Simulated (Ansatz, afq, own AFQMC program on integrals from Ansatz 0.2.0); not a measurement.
H$_{2}$O, singlet in def2-TZVP, levels against CCSDTQ

```xyz
3

O     1.6433   -1.8266    0.6633
H     1.1307   -2.5986    0.9238
H     2.0541   -1.5482    1.4881
```

Basis def2-TZVP. Only valence electrons are correlated. AFQMC by an in-house program on the Cholesky factors that Ansatz 0.2.0 writes for its CCSD(T) run. ph-AFQMC/CISD is guided by a CISD state made of CCSD amplitudes; releasing the constraint for a short imaginary time cuts its bias at the price of noise, slowly where states lie close. Free projection: walkers drawn from exp(T), propagated without any constraint. Its projection time is finite, and what remains of the start isn't in its error. ± is one standard error of the sampling.

Determinant: RHF, the one that the program's search chose, which needn't be the lowest solution. The geometry is a PBE0/def2-SVP stationary point of this or a neighbouring charge and spin state.

No full CI on the walks' own integrals is used here; CCSDTQ serves as the reference and is uncertain by about the last step of the cluster series.

The T1 diagnostic is 0.0072 and the weight of the determinant in the CISD state is 0.939. The size of the correlated space is 8 electrons in 42 orbitals.

Reference: CCSDTQ, correlation energy -7.307 eV. The released energy is read at 1.50 1/Eh (meV from the phaseless value at times in 1/Eh: -1.7 ± 2.2 at 0.24, 0.8 ± 1.4 at 0.50, -0.1 ± 1.6 at 1.00, -3.0 ± 2.0 at 1.50).

```tsv
level	E − E(reference) (kJ/mol)	share of correlation (%)
HF	705.0	0.00
MP2	36.8	94.78
CCSD	19.5	97.23
CCSD(T)	1.2	99.83
CCSDT	0.9	99.88
CCSDT(Q)	-0.1	100.02
ph-AFQMC/HF	-2.2 ± 1.3	100.31
ph-AFQMC/CISD	-0.1 ± 0.2	100.02
released AFQMC	-0.4 ± 0.2	100.06
free AFQMC	0.5 ± 0.5	99.92
```

CCSDT and higher add their correlation energy to the determinant of the CCSD(T) run, since their own runs factorise the integrals more tightly (a shift of under 2 meV). Free projections are given only where their last times agree within the noise and don't stop above the reference; a slow remainder of the start can still hide under it. A walk keeps the symmetry of its determinant, which the program's search chose and which needn't be the lowest solution, so a lower state of the same spin and another symmetry isn't excluded. Released energies are given only where the last usable release times agree within the noise; a slower fall can still hide under it.
